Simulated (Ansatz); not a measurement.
Mulliken charges of C3H5NO, SMILES `NC1CC1=O` from ωB97M-V/def2-TZVPP in Ansatz (PBE0-D4/def2-TZVP geometry).

```
atom   x (Å)   y (Å)   z (Å)  charge (e)
  N1  -1.528  -0.042  -0.120      -0.247
  C2  -0.188  -0.554  -0.063      -0.021
  C3   0.871   0.156   0.821      -0.175
  C4   0.962   0.151  -0.645       0.174
  O5   1.486   0.621  -1.610      -0.252
  H6  -1.521   0.972  -0.112       0.099
  H7  -1.974  -0.322  -0.986       0.118
  H8  -0.142  -1.638  -0.004       0.100
  H9   0.609   1.095   1.305       0.098
 H10   1.508  -0.489   1.417       0.106
```

Q: By hand: the dipole of these point charges (1 e Å = 4.8032 D).

A: Σ q r = (-0.156, -0.186, 0.331) e Å, of length 0.410 e Å = 1.97 D.

Q: How does the dipole of the full density compare? (Estimate.)

A: The calculation gave: (-0.228, -0.118, 0.273) e Å, 1.80 D; the point charges give 1.09 times that, at 16° from its direction.

Point charges leave out the atoms' own dipoles, such as those of lone pairs, and Mulliken's split depends on the basis, so the close match here is no proof of good charges.
